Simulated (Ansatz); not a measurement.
# CH₄B+ (SMILES B[CH2+]): one structure at several levels

An exercise on one series of results from a longer session: the logs are not shown, and one member is left open.

Computed with Ansatz 0.2.0, Gaussian basis. Level: single points in def2-TZVPP.

Cores are frozen in the correlated methods.

## Where the work starts

6 atoms, charge 1, spin multiplicity 1.

Atoms are counted from 1 here; the program's logs count them from 0.

Bond lengths: B1–C2 1.577 Å, B1–H3 1.141 Å, B1–H4 1.223 Å, C2–H5 1.005 Å, C2–H6 1.153 Å. Angles: C2–B1–H3 129.2°, C2–B1–H4 121.0°, H3–B1–H4 109.7°, B1–C2–H5 127.7°, B1–C2–H6 126.5°, H5–C2–H6 104.9°.

Geometry (Å):

```xyz
6

B    -0.0187   -0.7826   -0.1711
C     0.1035    0.7684    0.0866
H     0.2268   -1.3789   -1.1119
H    -0.4279   -1.5366    0.7009
H     0.8440    1.2559    0.5604
H    -0.7307    1.5536   -0.0473
```

Set-up of the first run:

Input file run/in.yaml:

```yaml
crystal:
  periodic: [false, false, false]
  atoms:
    - {symbol: B, position_ang: [-0.018700, -0.782600, -0.171100]}
    - {symbol: C, position_ang: [0.103500, 0.768400, 0.086600]}
    - {symbol: H, position_ang: [0.226800, -1.378900, -1.111900]}
    - {symbol: H, position_ang: [-0.427900, -1.536600, 0.700900]}
    - {symbol: H, position_ang: [0.844000, 1.255900, 0.560400]}
    - {symbol: H, position_ang: [-0.730700, 1.553600, -0.047300]}
basis:
  gaussian: {orbitals: def2-TZVPP}
total_charge: 1
correlation: {method: ccsd_t}
output: {forces: true}
```

The command line of these runs was not kept.

Among the steps run: CCSD(T)/def2-TZVPP; PBE0-D4/def2-TZVPP; wB97M-V/def2-TZVPP; r2SCAN-D4/def2-TZVPP; PBE-D4/def2-TZVPP; wB97X-V/def2-TZVPP; LC-wPBE/def2-TZVPP.

One table of the session follows, with a row left open; its other results are not shown here.

```
   method  RMS force component (eV/Å)  angle to CCSD(T) forces (°)
  CCSD(T)                       1.707                    reference
  PBE0-D4                       1.839                          7.6
  wB97M-V                       1.741                          4.1
r2SCAN-D4                       1.858                          9.9
   PBE-D4                       1.952                         13.2
  wB97X-V                       1.769                          2.1
  LC-wPBE                           ?                            ?
```

Q: Estimate the row for LC-wPBE from the others.

As computed: RMS force component (eV/Å): 1.803; angle to CCSD(T) forces (°): 4.0. In the column «RMS force component (eV/Å)» it lies between wB97X-V (1.769) and PBE0-D4 (1.839).
